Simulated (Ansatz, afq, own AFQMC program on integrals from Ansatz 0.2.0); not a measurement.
BGeH3, singlet in cc-pVDZ, levels against CCSDT(Q)

```yaml
atoms:
  - { symbol: Ge, position_ang: [-0.0270, 0.0000, 0.2328] }
  - { symbol: B, position_ang: [0.1222, 0.0000, -1.4958] }
  - { symbol: H, position_ang: [0.4161, 1.2770, 0.9506] }
  - { symbol: H, position_ang: [0.4161, -1.2770, 0.9506] }
  - { symbol: H, position_ang: [-0.1945, 0.0000, -2.6358] }
```

Connectivity, by distances: GeH2–BH.

Basis cc-pVDZ. Only valence electrons are correlated. AFQMC by an in-house program on the Cholesky factors that Ansatz 0.2.0 writes for its CCSD(T) run. ph-AFQMC/CISD is guided by a CISD state made of CCSD amplitudes; releasing the constraint for a short imaginary time cuts its bias at the price of noise, slowly where states lie close. ± is one standard error of the sampling. No spin–orbit coupling.

Determinant: RHF, the one that the program's search chose, which needn't be the lowest solution. The geometry is a point of a scan.

No full CI on the walks' own integrals is used here; CCSDT(Q) serves as the reference and is uncertain by about the last step of the cluster series.

Cautions: no relativity below Rb; no spin-orbit coupling; inner d shell frozen; restricted determinant unstable towards unrestricted (UHF 54 meV lower, ⟨S²⟩ 0.28); the released energies are still falling, so no released level is given (meV from the phaseless value at times in 1/Eh: -21 ± 13 at 0.24, -14 ± 11 at 0.51, -31 ± 11 at 0.99, -37 ± 12 at 1.62, -46 ± 17 at 2.40), though the last usable value meets CCSDT(Q) within the noise.

```
T1 diagnostic                               : 0.0186
weight of the determinant in the CISD state : 0.864
size of the correlated space                : 10 electrons in 41 orbitals
```

| level | correlation energy (eV) |
| --- | --- |
| MP2 | -4.5963 |
| CCSD | -5.6169 |
| CCSD(T) | -5.8161 |

Problem. Estimate where phaseless AFQMC with a CISD trial lies against CCSD(T) on the same integrals.

Solution. 1.6 ± 1.4 kJ/mol below CCSD(T). The gap is under twice the noise, so this walk alone can't tell the two apart.

Reference: CCSDT(Q), correlation energy -5.862 eV.

| level | E − E(reference) (kJ/mol) | share of correlation (%) |
| --- | --- | --- |
| CCSD(T) | 4.4 | 99.22 |
| CCSDT | 1.1 | 99.80 |
| ph-AFQMC/CISD | 2.9 ± 1.4 | 99.49 |

A walk keeps the symmetry of its determinant, which the program's search chose and which needn't be the lowest solution, so a lower state of the same spin and another symmetry isn't excluded.
